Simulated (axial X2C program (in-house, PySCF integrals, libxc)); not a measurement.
# Potential curves of PH⁺, spin-free

All values were computed with an in-house all-electron X2C program for linear molecules (integrals from PySCF). Spin-free means the one-electron spin-free X2C Hamiltonian. Basis: P dyall-v3z [8s7p2d1f], H dyall-v3z [6s2p1d] (cores contracted in-house); Gaussian nuclei, density fitting, unrestricted open shells. Masses: P 30.974 u, H 1.008 u.

State: M_S = 1/2, Λ = 1 (beyond evenly filled blocks: π+α). Energies in eV from the fragments at the same level (P+ + H). Fits are polynomials in 1 − R0/R over 0.85 to 1.23 times the lowest point R0.

```json
{"R (Å)": "1.2519", "CCSD": "", "PBE0": "-2.8872", "HF": "-1.9679"}
{"R (Å)": "1.3095", "CCSD": "-3.1838", "PBE0": "-3.1552", "HF": "-2.2131"}
{"R (Å)": "1.3527", "CCSD": "-3.2952", "PBE0": "-3.2755", "HF": "-2.3145"}
{"R (Å)": "1.3958", "CCSD": "-3.3513", "PBE0": "-3.3402", "HF": "-2.3591"}
{"R (Å)": "1.4390", "CCSD": "-3.3626", "PBE0": "-3.3594", "HF": "-2.3572"}
{"R (Å)": "1.4894", "CCSD": "-3.3300", "PBE0": "-3.3353", "HF": "-2.3071"}
{"R (Å)": "1.5397", "CCSD": "-3.2588", "PBE0": "-3.2713", "HF": "-2.2162"}
{"R (Å)": "1.6045", "CCSD": "-3.1243", "PBE0": "-3.1442", "HF": "-2.0531"}
{"R (Å)": "1.6836", "CCSD": "", "PBE0": "-2.9399", "HF": "-1.8037"}
{"R (Å)": "1.7988", "CCSD": "", "PBE0": "-2.5833", "HF": "-1.3823"}
```

Correlated methods: 5 electrons correlated (number of frozen shells: P 2 s, 1 p; H none), 101 virtual spin orbitals or spinors in MP2, 67 natural virtuals in coupled cluster.

The state is one determinant whose occupation by symmetry is held fixed; it was picked as the lowest of a PBE0 search that is not exhaustive. De is counted from the lowest determinant-based energies of the atoms at the same level, without counterpoise correction. CCSD ran in a truncated set of natural virtual spinors with an MP2 remainder; without triples it tends to underbind. The functionals have no current-density term, which raises determinants with orbital currents, atoms included. Coupled cluster ran on the points near the minimum only. MP2 and coupled cluster on one determinant become unreliable at the stretched end.

Task: What are Re, ωe and De at the CCSD level?

Result: At CCSD, spin-free: Re = 1.429 Å, ωe ≈ 2390 cm⁻¹, De = 3.36 eV to P+ + H; Be follows as 8.45 cm⁻¹.

Task: What are Re, ωe and De at the PBE0 level?

Result: At PBE0, spin-free: Re = 1.438 Å, ωe ≈ 2360 cm⁻¹, De = 3.36 eV to P+ + H; Be follows as 8.35 cm⁻¹.

Task: What are Re, ωe and De at the HF level?

Result: At HF, spin-free: Re = 1.415 Å, ωe ≈ 2520 cm⁻¹, De = 2.36 eV to P+ + H; Be follows as 8.63 cm⁻¹.
